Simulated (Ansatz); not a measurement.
**C₅H₈S: one species, many methods**

One table from this session's results is given with a row withheld; the runs are named, their logs left out.

Method: functionals in def2-TZVPP, the program's frozen cores in correlated methods; program: Ansatz 0.2.0, Gaussian basis.

Plan: PBE-D4, r2SCAN-D4, PBE0-D4, B3LYP-D4, ωB97X-V, ωB97M-V, B2PLYP; CCSD(T)/def2-TZVPP; MP2/def2-QZVPP; extrapolation to the limit.

### Structure used throughout

The geometry comes from an earlier relaxation with PBE0-D4 in a triple-zeta def2 set; it is a stationary point, not always the lowest conformer.

SMILES `C=CCSC=C`, 14 atoms, charge 0, spin multiplicity 1.

Atoms are counted from 1 here; the program's logs count them from 0.

Bond lengths: C1–C2 1.326 Å, C1–H7 1.086 Å, C1–H8 1.084 Å, C2–C3 1.486 Å, C2–H9 1.087 Å, C3–S4 1.818 Å, C3–H10 1.094 Å, C3–H11 1.092 Å, S4–C5 1.743 Å, C5–C6 1.328 Å, C5–H12 1.087 Å, C6–H13 1.084 Å, C6–H14 1.083 Å. Angles: C2–C1–H7 121.4°, C2–C1–H8 121.5°, H7–C1–H8 117.1°, C1–C2–C3 124.0°, C1–C2–H9 120.0°, C3–C2–H9 115.9°, C2–C3–S4 112.6°, C2–C3–H10 111.1°, C2–C3–H11 111.7°, S4–C3–H10 103.5°, S4–C3–H11 109.6°, H10–C3–H11 108.0°, C3–S4–C5 100.7°, S4–C5–C6 123.9°, S4–C5–H12 114.8°, C6–C5–H12 121.2°, C5–C6–H13 122.2°, C5–C6–H14 120.3° and more.

Geometry (Å):

```mol
C5H8S
  3D, bonds by distance, orders not assigned

 14 13  0  0  0  0  0  0  0  0999 V2000
   -0.7924    1.2947    1.6764 C   0  0
   -0.6467    1.5024    0.3744 C   0  0
   -1.1776    0.5963   -0.6764 C   0  0
    0.1373   -0.1425   -1.6923 S   0  0
    0.9920   -1.0722   -0.4913 C   0  0
    1.7691   -2.1114   -0.7745 C   0  0
   -1.3393    0.4363    2.0544 H   0  0
   -0.3798    1.9784    2.4088 H   0  0
   -0.0864    2.3642    0.0205 H   0  0
   -1.7818    1.1473   -1.4024 H   0  0
   -1.7986   -0.1944   -0.2509 H   0  0
    0.8926   -0.7038    0.5264 H   0  0
    1.8822   -2.4908   -1.7838 H   0  0
    2.3293   -2.6043    0.0106 H   0  0
  1  2  8  0
  2  3  8  0
  3  4  8  0
  4  5  8  0
  5  6  8  0
  1  7  8  0
  1  8  8  0
  2  9  8  0
  3 10  8  0
  3 11  8  0
  5 12  8  0
  6 13  8  0
  6 14  8  0
M  END
```

The first run:

The input, in.yaml:

```yaml
crystal:
  periodic: [false, false, false]
  atoms:
    - {symbol: C, position_ang: [-0.792435, 1.294747, 1.676417]}
    - {symbol: C, position_ang: [-0.646658, 1.502366, 0.374425]}
    - {symbol: C, position_ang: [-1.177557, 0.596272, -0.676394]}
    - {symbol: S, position_ang: [0.137285, -0.142535, -1.692327]}
    - {symbol: C, position_ang: [0.991979, -1.072223, -0.491328]}
    - {symbol: C, position_ang: [1.769116, -2.111423, -0.774515]}
    - {symbol: H, position_ang: [-1.339308, 0.436257, 2.054445]}
    - {symbol: H, position_ang: [-0.379751, 1.978412, 2.408797]}
    - {symbol: H, position_ang: [-0.086405, 2.364168, 0.020536]}
    - {symbol: H, position_ang: [-1.781836, 1.147285, -1.402356]}
    - {symbol: H, position_ang: [-1.798557, -0.194369, -0.250885]}
    - {symbol: H, position_ang: [0.892554, -0.703838, 0.526359]}
    - {symbol: H, position_ang: [1.882244, -2.490810, -1.783805]}
    - {symbol: H, position_ang: [2.329339, -2.604308, 0.010649]}
basis:
  gaussian: {orbitals: def2-TZVPP}
hamiltonian: {xc: pbe, dispersion: d4}
output: {forces: true, orbitals: {seedname: orbitals}}
```

Command:

```bash
$ ansatz run in.yaml --threads 2 --pin off --events-out ev --progress --plain --max-ram 22528MiB --backend cuda --devices 0, --max-vram 18GiB
```

Among the steps run: PBE-D4 (GGA); r2SCAN-D4 (meta-GGA); PBE0-D4 (hybrid); B3LYP-D4 (hybrid); ωB97X-V (range-separated); ωB97M-V (range-separated); B2PLYP (double hybrid); CCSD(T) in def2-TZVPP; MP2 in def2-QZVPP.

One table of the session follows, with a row left open; its other results are not shown here.

It belongs to the step «Atomisation energies». 

```
            method  atomisation energy (eV)
            PBE-D4                   60.685
         r2SCAN-D4                   59.283
           PBE0-D4                   59.638
          B3LYP-D4                        ?
           ωB97X-V                   59.019
           ωB97M-V                   59.209
            B2PLYP                   58.453
     HF/def2-TZVPP                   43.513
    MP2/def2-TZVPP                   58.461
   CCSD/def2-TZVPP                   56.560
CCSD(T)/def2-TZVPP                   57.524
           MP2/CBS                   59.872
       CCSD(T)/CBS                   58.936
```

**Question.** Estimate the row for B3LYP-D4.

The run gave: atomisation energy (eV): 59.112. In the column «atomisation energy (eV)» it lies between ωB97X-V (59.019) and ωB97M-V (59.209).
